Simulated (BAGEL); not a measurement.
**[SiH3]+ (SMILES [SiH3+]): CASPT2(6,7)/6-31G(d) (density fitting with qzvpp-jkfit, spherical functions)**

What is the vertical ionisation energy of [SiH3]+ at CASPT2(6,7)/6-31G* (density fitting with qzvpp-jkfit, spherical functions)? 

The calculation is run with BAGEL 1.2.2.

2 further runs of the same task are left out: 2 that didn't finish.

## Step 1: The molecule

[SiH3]+: 4 atoms, total charge +1, spin state singlet. SMILES: `[SiH3+]`. The shape is that of a PBE0-D4/def2-TZVP optimisation.

Bond lengths: Si1–H2 1.472 Å, Si1–H3 1.472 Å, Si1–H4 1.472 Å. Angles: H2–Si1–H3 120.0°, H2–Si1–H4 120.0°, H3–Si1–H4 120.0°.

## Step 2: A single-point energy at CASPT2(6,7)/6-31G(d) (density fitting with qzvpp-jkfit, spherical functions)

Input file input.json:

```json
{ "bagel" : [

{
  "title" : "molecule",
  "basis" : "6-31gs.json",
  "df_basis" : "qzvpp-jkfit",
  "angstrom" : true,
  "geometry" : [
    { "atom" : "Si", "xyz" : [       0.000000,       0.000000,       0.000000 ] },
    { "atom" : "H", "xyz" : [       0.686900,       0.675400,       1.113000 ] },
    { "atom" : "H", "xyz" : [      -0.118400,      -1.467200,      -0.009900 ] },
    { "atom" : "H", "xyz" : [      -0.568500,       0.791700,      -1.103100 ] }
  ]
},

{
  "title" : "hf",
  "charge" : 1
},

{
  "title" : "casscf",
  "nstate" : 1,
  "nact" : 7,
  "nclosed" : 5,
  "charge" : 1,
  "maxiter" : 200,
  "natocc" : true
},

{
  "title" : "print",
  "file" : "orbitals.molden",
  "orbitals" : true
},

{
  "title" : "smith",
  "method" : "caspt2",
  "ms" : true,
  "xms" : true,
  "sssr" : true,
  "shift" : 0.0,
  "ncore" : 5
}

]}
```

The basis set 6-31G* is read from a file made from the Basis Set Exchange's data (not shown).

Command:

```bash
$ BAGEL_NUM_THREADS=1 BAGEL input.json > input.out
```

The program printed:

```text
* using 1 threads per process

  ===============================================================
  ===============================================================

  *** Geometry ***

  { "atom" : "Si", "xyz" : [      0.000000,      0.000000,      0.000000 ] },
  { "atom" : "H", "xyz" : [      1.298053,      1.276321,      2.103265 ] },
  { "atom" : "H", "xyz" : [     -0.223744,     -2.772606,     -0.018708 ] },
  { "atom" : "H", "xyz" : [     -1.074309,      1.496096,     -2.084557 ] },

  Number of auxiliary basis functions:      182

  Since a DF basis is specified, we compute 2- and 3-index integrals:
    o Being stored without compression. Storage requirement is 0.001 GB

  Number of basis functions:       24
  Number of electrons      :       17

    * METHOD: MOLECULE                             0.02

  *** RHF ***

  === Nuclear Repulsion ===
    15.7214500870

      * DIIS with orbital gradients will be used.

  === RHF iteration (6-31gs.json) ===
      0       -290.28144884          0.01916441           0.00
      1       -290.32613981          0.00413762           0.00
      2       -290.32755790          0.00060170           0.00
      3       -290.32758989          0.00007405           0.00
      4       -290.32759044          0.00000735           0.00
      5       -290.32759044          0.00000119           0.00
      6       -290.32759044          0.00000009           0.00
      7       -290.32759044          0.00000001           0.00
    * SCF iteration converged.

    * Permanent dipole moment:
           (    0.000002,    -0.000054,     0.000005) a.u.

    * METHOD: HF                                   0.03

  ---------------------------
      CASSCF calculation
  ---------------------------

    * nstate   :      1
    * nclosed  :      5
    * nact     :      7
    * nvirt    :     12
  === CASSCF iteration (6-31gs.json) ===

    * Using the second-order algorithm

      0  0      -290.34364360     3.37e-03      0.01

      1  0      -290.36858193     2.96e-03      0.02

      2  0      -290.37486719     1.05e-03      0.02

[... 95 lines of this table left out ...]

     51  0      -290.37683023     9.48e-09      0.01

    * Second-order optimization converged. *

     guess   0:   closed 111....              open .......

  === FCI iteration ===

      0  0      -290.32702608     7.62e-03      0.00
      1  0      -290.37473859     1.88e-03      0.00
      2  0      -290.37674539     3.94e-04      0.00
      3  0      -290.37682448     9.41e-05      0.00
      4  0      -290.37682981     2.67e-05      0.00
      5  0      -290.37683021     6.19e-06      0.00
[... 6 lines of this table left out ...]
     12  0      -290.37683023     1.07e-10      0.00
     13  0 *    -290.37683023     3.19e-11      0.00

     * ci vector, state   0, <S^2> = -0.0000
       222....    -0.9823307212
       2.22...     0.0603359727
       22.2...     0.0551723036
       22...2.     0.0547533814
       2.2.2..     0.0504783028

    * METHOD: CASSCF                               0.78

    * METHOD: PRINT                                0.00

  === SMITH program ===

    * freezing 5 orbitals

    * Approximate memory requirement for SMITH calulation per MPI process:
      o Storage requirement for T-amplitude, lambda, and residual is 0.00 GB
      o Storage requirement for MO integrals is 0.00 GB
    * Calculating and saving rdm4f

    * Zeroth order energy : state  0       -4.9621063473

    * CASPT2 iteration is performed using redundant basis

      ---- iteration ----

        0    -0.02611176     0.00852482      0.03
        1    -0.02667513     0.00112987      0.02
        2    -0.02668924     0.00017613      0.03
        3    -0.02668948     0.00002627      0.03
        4    -0.02668949     0.00000293      0.02
        5    -0.02668949     0.00000043      0.02

      -------------------

    * CASPT2 energy : state  0     -290.4035197224
        reference weight              0.9879160551

    * METHOD: SMITH                                0.40

  ===============================================================
```

It took 1.4 s on 1 thread of Intel Xeon Platinum 8488C (Sapphire Rapids), shared host.

## Step 3: Doublet [SiH3]2+, same level

Input file input.json:

```json
{ "bagel" : [

{
  "title" : "molecule",
  "basis" : "6-31gs.json",
  "df_basis" : "qzvpp-jkfit",
  "angstrom" : "true",
  "geometry" : [
    { "atom" : "Si", "xyz" : [    0.000000,    0.000000,    0.000000 ] },
    { "atom" : "H", "xyz" : [    0.686900,    0.675400,    1.113000 ] },
    { "atom" : "H", "xyz" : [   -0.118400,   -1.467200,   -0.009900 ] },
    { "atom" : "H", "xyz" : [   -0.568500,    0.791700,   -1.103100 ] }
  ]
},
{
  "title" : "hf",
  "charge" : 3
},
{
  "title" : "casscf",
  "nstate" : 1,
  "nact" : 7,
  "nclosed" : 5,
  "charge" : 2,
  "nspin" : 1,
  "maxiter" : 200,
  "natocc" : "true"
},
{
  "title" : "print",
  "file" : "orbitals.molden",
  "orbitals" : "true"
},
{
  "title" : "smith",
  "method" : "caspt2",
  "ms" : "true",
  "xms" : "true",
  "sssr" : "true",
  "shift" : 0.0,
  "ncore" : 5
}

]}
```

The basis set 6-31G* is read from a file made from the Basis Set Exchange's data (not shown).

Command:

```bash
$ BAGEL_NUM_THREADS=1 BAGEL input.json > input.out
```

The program printed:

```text
* using 1 threads per process

  ===============================================================
  ===============================================================

  *** Geometry ***

  { "atom" : "Si", "xyz" : [      0.000000,      0.000000,      0.000000 ] },
  { "atom" : "H", "xyz" : [      1.298053,      1.276321,      2.103265 ] },
  { "atom" : "H", "xyz" : [     -0.223744,     -2.772606,     -0.018708 ] },
  { "atom" : "H", "xyz" : [     -1.074309,      1.496096,     -2.084557 ] },

  Number of auxiliary basis functions:      182

  Since a DF basis is specified, we compute 2- and 3-index integrals:
    o Being stored without compression. Storage requirement is 0.001 GB

  Number of basis functions:       24
  Number of electrons      :       17

    * METHOD: MOLECULE                             0.02

  *** RHF ***

  === Nuclear Repulsion ===
    15.7214500870

      * DIIS with orbital gradients will be used.

  === RHF iteration (6-31gs.json) ===
      0       -288.27498988          0.03408928           0.00
      1       -288.41075573          0.00690410           0.00
      2       -288.41435845          0.00155257           0.00
      3       -288.41454300          0.00032789           0.00
      4       -288.41455410          0.00011436           0.00
      5       -288.41455647          0.00006329           0.00
[... 4 lines of this table left out ...]
     10       -288.41455874          0.00000002           0.00
     11       -288.41455874          0.00000000           0.00
    * SCF iteration converged.

    * Permanent dipole moment:
           (    0.052637,     0.651997,     0.004439) a.u.

    * METHOD: HF                                   0.04

  ---------------------------
      CASSCF calculation
  ---------------------------

    * nstate   :      1
    * nclosed  :      5
    * nact     :      7
    * nvirt    :     12
  === CASSCF iteration (6-31gs.json) ===

    * Using the second-order algorithm

      0  0      -289.60701442     1.85e-02      0.01

      1  0      -289.63035695     1.84e-03      0.02

      2  0      -289.63225716     3.09e-04      0.02

[... 179 lines of this table left out ...]

     93  0      -289.63308060     9.02e-09      0.01

    * Second-order optimization converged. *

     guess   0:   closed 11.....              open ..1....

  === FCI iteration ===

      0  0      -289.57120613     9.51e-03      0.00
      1  0      -289.62797151     3.24e-03      0.00
      2  0      -289.63273484     8.49e-04      0.00
      3  0      -289.63304681     2.30e-04      0.00
      4  0      -289.63307642     8.97e-05      0.00
      5  0      -289.63308039     2.00e-05      0.00
[... 12 lines of this table left out ...]
     18  0      -289.63308060     1.32e-10      0.00
     19  0 *    -289.63308060     2.91e-11      0.00

     * ci vector, state   0, <S^2> = 0.7500
       22a....     0.9688461591
       2aba...     0.1300958772
       2.a2...     0.0695858681
       2.2..a.    -0.0685868006
       2aab...     0.0650529972
       2baa...     0.0650428801
       .2a...2     0.0601751604
       .2a.2..     0.0537236643

    * METHOD: CASSCF                               1.43

    * METHOD: PRINT                                0.00

  === SMITH program ===

    * freezing 5 orbitals

    * Approximate memory requirement for SMITH calulation per MPI process:
      o Storage requirement for T-amplitude, lambda, and residual is 0.00 GB
      o Storage requirement for MO integrals is 0.00 GB
    * Calculating and saving rdm4f

    * Zeroth order energy : state  0       -5.5369471597

    * CASPT2 iteration is performed using redundant basis

      ---- iteration ----

        0    -0.01906565     0.00461925      0.03
        1    -0.01931871     0.00053320      0.03
        2    -0.01932301     0.00005906      0.03
        3    -0.01932307     0.00000831      0.03
        4    -0.01932307     0.00000087      0.02

      -------------------

    * CASPT2 energy : state  0     -289.6524036706
        reference weight              0.9910669323

    * METHOD: SMITH                                0.38

  ===============================================================
```

Wall time 2.1 s (1 thread of Intel Xeon Platinum 8488C (Sapphire Rapids), shared host).

## Step 4: What came out

At CASPT2(6,7)/6-31G* (density fitting with qzvpp-jkfit, spherical functions), 5 core orbitals frozen:

| quantity | value |
| --- | --- |
| singlet [SiH3]+: total energy | -290.40352 Eh |
| doublet [SiH3]2+: total energy | -289.65240 Eh |
| vertical ionisation energy (to the doublet dication) | 20.439 eV |

The vertical ionisation energy comes to 20.44 eV (471 kcal/mol).
